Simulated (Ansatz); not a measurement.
A run of Ansatz (development build ahead of 0.2.0) on doublet CH₄O(+) at this shape:

```tsv
atom	x (Å)	y (Å)	z (Å)
C	-0.3104	0.6066	-0.0236
O	0.4191	-0.6078	0.1167
H	0.2225	1.3426	0.5108
H	-0.3872	0.8704	-1.0814
H	-1.3179	0.4806	0.3826
H	-0.0246	-1.3363	-0.3707
```

Its results:

| Quantity | Value |
| --- | --- |
| Converged | yes |
| Reference energy | -114.60098 hartree |
| Correlation energy | -0.28992 hartree |
| Total energy | -114.89090 hartree |
| Spin squared of the determinant | 0.760 |
| Stability test | minimum |

Forces (eV/Å):
```tsv
atom	Fx	Fy	Fz
C1	0.425	-0.777	0.046
O2	-0.530	0.932	-0.078
H3	0.828	1.049	0.819
H4	-0.086	-0.250	-0.628
H5	-0.507	-0.435	0.065
H6	-0.130	-0.519	-0.224
```

Question: Which input gives this output? Name the method, the orbitals and the basis set, and write the input.

Answer: UHF-MP2 in def2-SVP.

```yaml
crystal:
  periodic: [false, false, false]
  atoms:
    - { symbol: C, position_ang: [-0.31044, 0.6066, -0.02364] }
    - { symbol: O, position_ang: [0.41906, -0.60783, 0.11668] }
    - { symbol: H, position_ang: [0.22252, 1.34258, 0.51076] }
    - { symbol: H, position_ang: [-0.38724, 0.87041, -1.08136] }
    - { symbol: H, position_ang: [-1.31787, 0.48062, 0.38256] }
    - { symbol: H, position_ang: [-0.02464, -1.33628, -0.37071] }
basis:
  gaussian: { orbitals: def2-SVP }
total_charge: 1
magnetization:
  spin_polarized: true
  initial_magnetization: 1
hamiltonian:
  xc: hf
correlation:
  method: mp2
  frozen_orbitals: { C: 1, H: 0, O: 1 }
output:
  forces: true
```
